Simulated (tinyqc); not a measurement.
Worked calculation: extended Hueckel theory, for PH2+. The parameters take no account of the charge, which enters only through the electron count. One step of it, computed by the program tinyqc.

Question. Orbitals. Solve H C = S C e through S^(-1/2); fill by pairs from the bottom, a degenerate level sharing its electrons equally; each orbital has its largest coefficient positive (the first on a tie).

H (eV):
```
             1P 3s      1P 3px      1P 3py      1P 3pz       2H 1s       3H 1s
1P 3s   -18.600000    0.000000    0.000000    0.000000  -14.272783  -14.272783
1P 3px    0.000000  -14.000000    0.000000    0.000000    0.000000    0.000000
1P 3py    0.000000    0.000000  -14.000000    0.000000  -12.910829   12.910829
1P 3pz    0.000000    0.000000    0.000000  -14.000000   -8.830576   -8.830576
2H 1s   -14.272783    0.000000  -12.910829   -8.830576  -13.600000   -2.124106
3H 1s   -14.272783    0.000000   12.910829   -8.830576   -2.124106  -13.600000
```

overlap S:
```
           1P 3s    1P 3px     1P 3py    1P 3pz     2H 1s      3H 1s
1P 3s   1.000000  0.000000   0.000000  0.000000  0.443254   0.443254
1P 3px  0.000000  1.000000   0.000000  0.000000  0.000000   0.000000
1P 3py  0.000000  0.000000   1.000000  0.000000  0.467784  -0.467784
1P 3pz  0.000000  0.000000   0.000000  1.000000  0.319948   0.319948
2H 1s   0.443254  0.000000   0.467784  0.319948  1.000000   0.078092
3H 1s   0.443254  0.000000  -0.467784  0.319948  0.078092   1.000000
```

valence electrons = 6

Give: orbital energies; occupations; coefficients; sum of one-electron energies.

Answer.

orbital energies (eV): -22.7895  -19.1188  -14.9947  -14.0000  18.6548  27.4734

occupations: 2.0000  2.0000  2.0000  0.0000  0.0000  0.0000

coefficients:
```
           MO1      MO2      MO3     MO4      MO5      MO6
1P 3s   0.6228   0.0000  -0.4492  0.0000   0.0000   1.1083
1P 3px  0.0000   0.0000   0.0000  1.0000   0.0000   0.0000
1P 3py  0.0000   0.5798   0.0000  0.0000   1.2520   0.0000
1P 3pz  0.1095   0.0000   0.8611  0.0000   0.0000   0.8202
2H 1s   0.3128   0.3741   0.1062  0.0000  -0.9448  -0.9652
3H 1s   0.3128  -0.3741   0.1062  0.0000   0.9448  -0.9652
```

sum of one-electron energies = -113.8060 eV
